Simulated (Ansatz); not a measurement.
**Molecular dynamics of C3H9**

The input (input.yaml):

```yaml
crystal:
  periodic: [false, false, false]
  atoms:
    - { symbol: H, position_ang: [-0.765375, -0.970278, 0.78511] }
    - { symbol: C, position_ang: [0.275125, -0.293176, 0.21528] }
    - { symbol: C, position_ang: [0.090704, -0.468672, -1.264958] }
    - { symbol: C, position_ang: [0.17824, 1.102284, 0.762242] }
    - { symbol: H, position_ang: [-1.504543, -1.409233, 1.157336] }
    - { symbol: H, position_ang: [1.117364, -0.870508, 0.626353] }
    - { symbol: H, position_ang: [0.909786, 0.016344, -1.826867] }
    - { symbol: H, position_ang: [0.079937, -1.530824, -1.553074] }
    - { symbol: H, position_ang: [-0.851915, -0.013387, -1.609839] }
    - { symbol: H, position_ang: [1.007737, 1.73187, 0.391504] }
    - { symbol: H, position_ang: [0.223571, 1.115093, 1.861833] }
    - { symbol: H, position_ang: [-0.760831, 1.590687, 0.455078] }
magnetization:
  spin_polarized: true
  initial_magnetization: 1
basis:
  gaussian: { orbitals: def2-SVP }
hamiltonian:
  xc: pbe0
md:
  timestep: 0.5
  n_steps: 200
  ensemble: nve
  temperature: 300.0
  initial_velocities: maxwell_boltzmann
  seed: 6715
```

Launched with:

```bash
$ ansatz run input.yaml --threads 2 --pin off --max-ram 3072MiB --backend cpu --events-out ev --progress --plain --runs-dir out
```

It starts at the highest image of a converged band, a first-order saddle point between two minima.

Output, in part (one step line in 7, the closing report, with atoms numbered from 0):

```
md step     0: t =     0.00 fs  T =   300.0 K  F+E_penalty+E_count = -3248.81834821 eV  E_kin = 0.387780 eV  conserved = -3248.43056821 eV  (28 SCF iters)
md step     7: t =     3.50 fs  T =   190.1 K  F+E_penalty+E_count = -3248.67477522 eV  E_kin = 0.245673 eV  conserved = -3248.42910241 eV  (26 SCF iters)
md step    14: t =     7.00 fs  T =   172.6 K  F+E_penalty+E_count = -3248.65234566 eV  E_kin = 0.223072 eV  conserved = -3248.42927397 eV  (28 SCF iters)
md step    21: t =    10.50 fs  T =   300.5 K  F+E_penalty+E_count = -3248.81879142 eV  E_kin = 0.388406 eV  conserved = -3248.43038571 eV  (28 SCF iters)
md step    28: t =    14.00 fs  T =   313.0 K  F+E_penalty+E_count = -3248.83371324 eV  E_kin = 0.404584 eV  conserved = -3248.42912875 eV  (26 SCF iters)
md step    35: t =    17.50 fs  T =   352.1 K  F+E_penalty+E_count = -3248.88427397 eV  E_kin = 0.455062 eV  conserved = -3248.42921159 eV  (25 SCF iters)
md step    42: t =    21.00 fs  T =   480.0 K  F+E_penalty+E_count = -3249.05076495 eV  E_kin = 0.620390 eV  conserved = -3248.43037525 eV  (25 SCF iters)
md step    49: t =    24.50 fs  T =   475.7 K  F+E_penalty+E_count = -3249.04472683 eV  E_kin = 0.614954 eV  conserved = -3248.42977278 eV  (26 SCF iters)
md step    56: t =    28.00 fs  T =   432.3 K  F+E_penalty+E_count = -3248.98852197 eV  E_kin = 0.558751 eV  conserved = -3248.42977141 eV  (25 SCF iters)
md step    63: t =    31.50 fs  T =   490.3 K  F+E_penalty+E_count = -3249.06437285 eV  E_kin = 0.633801 eV  conserved = -3248.43057144 eV  (28 SCF iters)
md step    70: t =    35.00 fs  T =   504.0 K  F+E_penalty+E_count = -3249.08149046 eV  E_kin = 0.651533 eV  conserved = -3248.42995749 eV  (25 SCF iters)
md step    77: t =    38.50 fs  T =   458.1 K  F+E_penalty+E_count = -3249.02195356 eV  E_kin = 0.592174 eV  conserved = -3248.42977988 eV  (24 SCF iters)
md step    84: t =    42.00 fs  T =   467.6 K  F+E_penalty+E_count = -3249.03452343 eV  E_kin = 0.604419 eV  conserved = -3248.43010435 eV  (24 SCF iters)
md step    91: t =    45.50 fs  T =   485.7 K  F+E_penalty+E_count = -3249.05728092 eV  E_kin = 0.627812 eV  conserved = -3248.42946926 eV  (25 SCF iters)
md step    98: t =    49.00 fs  T =   446.7 K  F+E_penalty+E_count = -3249.00677422 eV  E_kin = 0.577356 eV  conserved = -3248.42941831 eV  (25 SCF iters)
md step   105: t =    52.50 fs  T =   432.9 K  F+E_penalty+E_count = -3248.98894997 eV  E_kin = 0.559515 eV  conserved = -3248.42943527 eV  (25 SCF iters)
md step   112: t =    56.00 fs  T =   482.0 K  F+E_penalty+E_count = -3249.05230204 eV  E_kin = 0.623063 eV  conserved = -3248.42923943 eV  (26 SCF iters)
md step   119: t =    59.50 fs  T =   467.2 K  F+E_penalty+E_count = -3249.03347260 eV  E_kin = 0.603956 eV  conserved = -3248.42951670 eV  (25 SCF iters)
md step   126: t =    63.00 fs  T =   411.7 K  F+E_penalty+E_count = -3248.96164614 eV  E_kin = 0.532162 eV  conserved = -3248.42948400 eV  (24 SCF iters)
md step   133: t =    66.50 fs  T =   448.5 K  F+E_penalty+E_count = -3249.00918460 eV  E_kin = 0.579673 eV  conserved = -3248.42951179 eV  (25 SCF iters)
md step   140: t =    70.00 fs  T =   485.9 K  F+E_penalty+E_count = -3249.05823614 eV  E_kin = 0.628093 eV  conserved = -3248.43014308 eV  (25 SCF iters)
md step   147: t =    73.50 fs  T =   440.4 K  F+E_penalty+E_count = -3248.99909430 eV  E_kin = 0.569223 eV  conserved = -3248.42987101 eV  (25 SCF iters)
md step   154: t =    77.00 fs  T =   455.0 K  F+E_penalty+E_count = -3249.01807298 eV  E_kin = 0.588176 eV  conserved = -3248.42989660 eV  (25 SCF iters)
md step   161: t =    80.50 fs  T =   498.9 K  F+E_penalty+E_count = -3249.07517198 eV  E_kin = 0.644860 eV  conserved = -3248.43031244 eV  (25 SCF iters)
md step   168: t =    84.00 fs  T =   451.2 K  F+E_penalty+E_count = -3249.01308657 eV  E_kin = 0.583227 eV  conserved = -3248.42985907 eV  (25 SCF iters)
md step   175: t =    87.50 fs  T =   438.5 K  F+E_penalty+E_count = -3248.99647074 eV  E_kin = 0.566824 eV  conserved = -3248.42964689 eV  (25 SCF iters)
md step   182: t =    91.00 fs  T =   494.9 K  F+E_penalty+E_count = -3249.06952902 eV  E_kin = 0.639712 eV  conserved = -3248.42981656 eV  (25 SCF iters)
md step   189: t =    94.50 fs  T =   462.7 K  F+E_penalty+E_count = -3249.02763507 eV  E_kin = 0.598146 eV  conserved = -3248.42948943 eV  (26 SCF iters)
md step   196: t =    98.00 fs  T =   412.4 K  F+E_penalty+E_count = -3248.96219534 eV  E_kin = 0.533123 eV  conserved = -3248.42907232 eV  (26 SCF iters)
md step   200: t =   100.00 fs  T =   444.6 K  F+E_penalty+E_count = -3249.00474603 eV  E_kin = 0.574722 eV  conserved = -3248.43002440 eV  (27 SCF iters)
Total energy: -3249.00478045 eV, -119.3987234271 hartree
Atom 0 at    -4.466382    -3.603782     4.993095 Å, force    -0.001204    -0.156009    -0.287706 eV/Å
Atom 1 at     0.488016    -0.168980    -0.063842 Å, force     1.035593     0.024954     0.853735 eV/Å
Atom 2 at     0.336789    -0.286605    -1.544028 Å, force    -1.153654     0.601381     0.281345 eV/Å
Atom 3 at     0.205120     1.118727     0.682709 Å, force     0.583946    -0.771719    -0.433620 eV/Å
Atom 4 at    -4.463036    -3.244902     5.653717 Å, force     0.001227     0.156031     0.287743 eV/Å
Atom 5 at     1.260014    -0.811778     0.427488 Å, force    -0.555710     0.139081    -0.400726 eV/Å
Atom 6 at     1.227891     0.042400    -2.085123 Å, force     0.416734     0.395747    -0.177313 eV/Å
Atom 7 at     0.183699    -1.315327    -1.902057 Å, force    -0.215875    -0.116844     0.188112 eV/Å
Atom 8 at    -0.529969     0.358641    -1.875528 Å, force     0.675687    -0.581281     0.007183 eV/Å
Atom 9 at     0.840001     1.937179     0.295651 Å, force    -0.340157     0.236958    -0.303674 eV/Å
Atom 10 at     0.468459     1.096683     1.744708 Å, force     0.016463    -0.458582     0.224411 eV/Å
Atom 11 at    -0.854254     1.355384     0.634408 Å, force    -0.463050     0.530284    -0.239491 eV/Å
Dipole moment:     0.055807     0.058415    -0.036098 e Å
```

The run went to its last step. The conserved energy stayed within 0.17 meV per atom of its start (net change 0.045 meV per atom), so the integration is sound. The system heated up, since it started high on the potential surface and ran downhill. A run of 0.1 ps of so small a system gives no equilibrium averages.

The step under study would form H1–H5 and break H1–C2. These pairs go: H1–H5 0.94 → 0.75 Å, H1–C2 1.37 → 7.87 Å. In the last frame they stand as after the step (other bonds may differ from the relaxed reactants and products). It ends as C3H7 + H2. Pairs count as bonded within 1.25 times the sum of covalent radii (0.12 Å more for H–H).

Last frame:

```xyz
12
Properties=species:S:1:pos:R:3
H -4.466 -3.604 4.993
C 0.488 -0.169 -0.064
C 0.337 -0.287 -1.544
C 0.205 1.119 0.683
H -4.463 -3.245 5.654
H 1.260 -0.812 0.427
H 1.228 0.042 -2.085
H 0.184 -1.315 -1.902
H -0.530 0.359 -1.875
H 0.840 1.937 0.296
H 0.469 1.097 1.745
H -0.854 1.355 0.634
```

Time of the run: 7 min on 2 threads of Arm Neoverse V1 (shared host), peak memory 0.2 GiB.
